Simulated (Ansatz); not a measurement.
A calculation with Ansatz (development build ahead of 0.2.0).

```yaml
crystal:
  periodic: [false, false, false]
  atoms:
    - { symbol: O, position_ang: [0.0, 0.0, 0.0] }
    - { symbol: O, position_ang: [0.0, 0.0, 1.49] }
basis:
  gaussian: { orbitals: def2-SVP }
magnetization:
  initial_magnetization: 2
hamiltonian:
  xc: hf
correlation:
  method: mp2
  frozen_orbitals: { O: 1 }
output:
  forces: true
```

The input is written out in the form of the current development build from the run's settings. Correlation on restricted open-shell orbitals is semicanonical, with singles.

The run gave:

```
Converged                       : yes
Reference energy                : -149.40316 hartree
Correlation energy              : -0.31570 hartree
Total energy                    : -149.71885 hartree
Spin squared of the determinant : 2.000
Stability test                  : minimum among restricted orbitals
```

Forces (eV/Å):
| atom | Fx | Fy | Fz |
| --- | --- | --- | --- |
| O1 | 0.000 | 0.000 | 8.232 |
| O2 | 0.000 | 0.000 | -8.232 |

Caution: bonds are stretched, where a single reference can fail; forces differ strongly between restricted and unrestricted references.
